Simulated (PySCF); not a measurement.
**Working out the ionisation energy of Ne**

Ne [Ne] (1S) → Ne⁺ [He] 2s2 2p5 (2P). Computed with PySCF 2.14 in aug-cc-pV5Z (7s6p5d4f3g2h, 127 functions), with no relativity, point nucleus. Frozen: 1s2. Energies in hartree (1 hartree = 27.21139 eV):

| part | Ne (lower) | Ne⁺ (upper) |
| --- | --- | --- |
| UHF | -128.546786 | -127.824407 |
| MP2 opposite-spin | -0.232572 | -0.178291 |
| MP2 same-spin | -0.075397 | -0.051939 |

What does Hartree-Fock give?

(-127.824407) − (-128.546786) = 0.722379 hartree = 19.657 eV.

What do MP2 and SCS-MP2 (6/5 opposite-spin, 1/3 same-spin) give?

The opposite-spin parts differ by 1.477 eV and the same-spin parts by 0.638 eV. MP2: 19.657 + (1.477) + (0.638) = 21.772 eV. SCS-MP2: 19.657 + 1.2 × (1.477) + (0.638)/3 = 21.642 eV.

Measured between the centres of the two terms (NIST): 21.597 eV, so MP2 (valence) is off by 0.175 eV.

What remains against the reference includes basis incompleteness, the frozen core and correlation beyond second order.
